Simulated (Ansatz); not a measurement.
Molecule: C2H, net charge 0, doublet state. SMILES: [C]#C
Coordinates optimised at B3LYP-D3(BJ)/def2-TZVP (Ansatz, a first-principles code):
```
C
C 1 1.2000
H 1 1.0642 2 180.00
```
Charge 0, spin multiplicity 2.

Wanted: atomisation energy, in kcal/mol. Conventions: 6-311+G** with 5d; six Cartesian d functions in 6-31G* and its kin unless marked 5d; dispersion terms only where a functional's name holds one; non-relativistic; spin-orbit terms left out; UHF or UKS for open shells; LANL2DZ all-electron up to Ne; atomisation electronic, to ground-state atoms. First-principles rows: single points at B3LYP-D3(BJ) geometries (Ansatz).

| level | program | atomisation energy (kcal/mol) |
|---|---|---|
| PBE/STO-3G | Ansatz | 312.5 |
| PBE/3-21G | Ansatz | 269.8 |
| PBE/LANL2DZ | Ansatz | 260.1 |
| PBE/6-31G* | Ansatz | 273.3 |
| PBE/def2-SVP | Ansatz | 278.3 |
| PBE/6-311+G** | Ansatz | 274.3 |
| PBE/def2-TZVPD | Ansatz | 276.5 |

No value to compare with is used here. The 6 habitual levels span 260.1 (PBE/LANL2DZ) to 312.5 kcal/mol (PBE/STO-3G); PBE/def2-TZVPD gives 276.5.

The sets are all those run for this method; runs whose electronic state is in doubt are left out.
